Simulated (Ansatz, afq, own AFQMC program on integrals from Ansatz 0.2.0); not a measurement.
**SiO, triplet: AFQMC among the cluster methods**

```yaml
atoms:
  - { symbol: Si, position_ang: [0.0000, 0.0000, 0.0000] }
  - { symbol: O, position_ang: [0.0000, 0.0000, 1.5088] }
```

Basis 6-31G. Noble-gas cores (and the filled d shells of Ga–Kr and In–Xe) are frozen. Ansatz 0.2.0 and our own AFQMC program on the same integrals; the CISD trial comes from CCSD amplitudes, and released means the phaseless constraint is let go. Error bars are statistical, one sigma.

Determinant: UHF, the one that the program's search chose, which needn't be the lowest solution. The geometry is a PBE0/def2-TZVP stationary point of this or a neighbouring charge and spin state.

Full CI on the same integrals is exact in this basis and with this determinant's frozen core.

Cautions: another spin lies lower (by 4.29 eV); the search met a lower determinant of the same kind, perhaps of another symmetry (462 meV lower), and this one is a saddle point; strong correlation (T1 0.083, weight of the determinant 0.78, largest double 0.13); the released energies have errors that jump between times, so the bars are unsure, so no released level is given (meV from the phaseless value at times in 1/Eh: -18 ± 4 at 0.24, -19 ± 6 at 0.51, -60 ± 21 at 0.99, -43 ± 4 at 1.62, -103 ± 60 at 2.40).

The T1 diagnostic is 0.0834 and the weight of the determinant in the CISD state is 0.781. The ⟨S²⟩ of the determinant is 2.023 and the size of the correlated space is 10 electrons in 16 orbitals.

```tsv
level	correlation energy (eV)
MP2	-3.8174
CCSD	-4.5372
CCSD(T)	-4.6746
```

Task: Estimate where phaseless AFQMC with a CISD trial lies against CCSD(T) on the same integrals.

Result: 0.16 ± 0.11 kcal/mol below CCSD(T). The gap is under twice the noise, so this walk alone can't tell the two apart.

Reference: full CI, correlation energy -4.758 eV. The cautions show a poor starting determinant, so the rows tell how each method copes with it here, and full CI is the sure value.

| level | E − E(reference) (kcal/mol) | share of correlation (%) |
| --- | --- | --- |
| CCSD(T) | 1.91 | 98.26 |
| CCSDT | 0.66 | 99.40 |
| CCSDT(Q) | -0.28 | 100.26 |
| CCSDTQ | 0.02 | 99.98 |
| ph-AFQMC/CISD | 1.75 ± 0.11 | 98.41 |

CCSDT and higher add their correlation energy to the determinant of the CCSD(T) run, since their own runs factorise the integrals more tightly (a shift of under 2 meV). A walk keeps the symmetry of its determinant, which the program's search chose and which needn't be the lowest solution, so a lower state of the same spin and another symmetry isn't excluded.
